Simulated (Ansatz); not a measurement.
Reaction (formal exchange of groups at a C–C bond): `NC(F)(S)C=O` + `CCl` → `O=CCCl` + `NC(F)S`

Gas-phase electronic energies from Ansatz, PBE0-D4/def2-TZVP geometries. CBS: MP2 limit from def2 TZ/QZ plus the TZ coupled-cluster correction, frozen cores. This one scheme is used for every species. Functionals use def2-TZVPP. Each species was taken in one conformer, which may not be the lowest.

`NC(F)(S)C=O`:

Z-matrix (Å, degrees):
```
C
F 1 1.376
S 1 1.822 2 109.8
N 1 1.403 2 114.2 3 120.3
C 1 1.526 2 109.1 3 -115.0
H 3 1.343 1 94.1 2 -43.9
H 4 1.011 1 112.2 2 -62.3
H 4 1.012 1 112.2 2 62.5
O 5 1.194 1 123.9 2 11.2
H 5 1.108 1 112.5 2 -170.8
```

`CCl`:

```xyz
5

C    -0.061   -0.132   -0.003
Cl    0.686    1.475    0.038
H     0.662   -0.842   -0.396
H    -0.938   -0.092   -0.646
H    -0.349   -0.408    1.009
```

`O=CCCl`:

```xyz
7

O    -0.407   -0.517   -1.767
C    -0.013    0.186   -0.883
C    -0.102   -0.216    0.569
Cl    1.196    0.530    1.516
H     0.428    1.186   -1.072
H    -0.046   -1.299    0.663
H    -1.055    0.131    0.974
```

`NC(F)S`:

```xyz
8

N     0.890    0.625    0.625
C     0.062    0.066   -0.365
F    -0.549    1.063   -1.091
S    -1.237   -0.992    0.363
H     0.398    0.896    1.465
H     1.697    0.060    0.837
H     0.663   -0.517   -1.064
H    -1.925   -1.202   -0.771
```

| level | ΔE (kJ/mol) |
| --- | --- |
| ωB97X-V | 12.7 |
| HF/def2-TZVPP | 5.2 |

**Question.** What does CCSD(T)/CBS give? (Estimate.)

**Answer.** Ansatz gave: +12.6 kJ/mol. The listed levels differ from it by 0.1, -7.4 kJ/mol.

Largest T1 diagnostic among the species: 0.014.

The D4 term adds +4.9 kJ/mol with B3LYP and +2.7 kJ/mol with PBE0; it sums over pairs of atoms, weighted by their polarisabilities, and B3LYP, whose exchange is more repulsive, gets the larger term. In def2-TZVPP, CCSD(T) changes the Hartree–Fock value by +9.0 kJ/mol (the triples alone add +1.9 kJ/mol) and MP2 by +10.9 kJ/mol.

B3LYP here is the variant with VWN-RPA as its local correlation; programs differ in this.
